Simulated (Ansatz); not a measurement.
**CH3MgSi+ (SMILES C=[Si+][MgH]): one structure at several levels**

One table from this session's results is given with a row withheld; the runs are named, their logs left out.

The runs use Ansatz 0.2.0, Gaussian basis; single points in def2-TZVPP.

Correlated methods freeze the cores. The outer core shell of Li, Na, Mg and K is correlated.

**Where the work starts**

SMILES `C=[Si+][MgH]`, 6 atoms, charge 1, spin multiplicity 1.

Atoms are counted from 1 here; the program's logs count them from 0.

Bond lengths: C1–Si2 1.755 Å, C1–H4 1.094 Å, C1–H5 1.052 Å, Si2–Mg3 2.657 Å, Mg3–H6 1.569 Å. Angles: Si2–C1–H4 121.2°, Si2–C1–H5 123.9°, H4–C1–H5 114.7°, C1–Si2–Mg3 178.1°, Si2–Mg3–H6 178.6°.

Coordinates:

```tsv
atom	x (Å)	y (Å)	z (Å)
C1	-1.1107	0.1673	-1.4508
Si2	-0.0606	-0.0122	-0.0567
Mg3	1.5382	-0.1965	2.0571
H4	-1.9291	-0.5341	-1.6370
H5	-0.9652	0.8846	-2.2064
H6	2.5109	-0.2942	3.2839
```

The first run:

run/in.yaml reads:

```yaml
crystal:
  periodic: [false, false, false]
  atoms:
    - {symbol: C, position_ang: [-1.110700, 0.167300, -1.450800]}
    - {symbol: Si, position_ang: [-0.060600, -0.012200, -0.056700]}
    - {symbol: Mg, position_ang: [1.538200, -0.196500, 2.057100]}
    - {symbol: H, position_ang: [-1.929100, -0.534100, -1.637000]}
    - {symbol: H, position_ang: [-0.965200, 0.884600, -2.206400]}
    - {symbol: H, position_ang: [2.510900, -0.294200, 3.283900]}
basis:
  gaussian: {orbitals: def2-TZVPP}
total_charge: 1
correlation: {method: ccsd_t}
output: {forces: true}
```

No record of the launch command was kept for these runs.

Steps of the session up to this table: CCSD(T)/def2-TZVPP; PBE0-D4/def2-TZVPP; wB97M-V/def2-TZVPP; r2SCAN-D4/def2-TZVPP; PBE-D4/def2-TZVPP; SPW92/def2-TZVPP; LC-wPBE/def2-TZVPP.

One of the session's tables, all rows but one given; the rest of the session is left out.

| method | RMS force component (eV/Å) | angle to CCSD(T) forces (°) |
| --- | --- | --- |
| CCSD(T) | 0.842 | reference |
| PBE0-D4 | 1.057 | 8.0 |
| wB97M-V | ? | ? |
| r2SCAN-D4 | 1.029 | 7.3 |
| PBE-D4 | 0.991 | 6.1 |
| SPW92 | 1.150 | 10.2 |
| LC-wPBE | 1.240 | 14.1 |

Q: Estimate the row for wB97M-V from the others.

As computed: RMS force component (eV/Å): 1.100; angle to CCSD(T) forces (°): 12.1. In the column «RMS force component (eV/Å)» it lies between PBE0-D4 (1.057) and SPW92 (1.150).
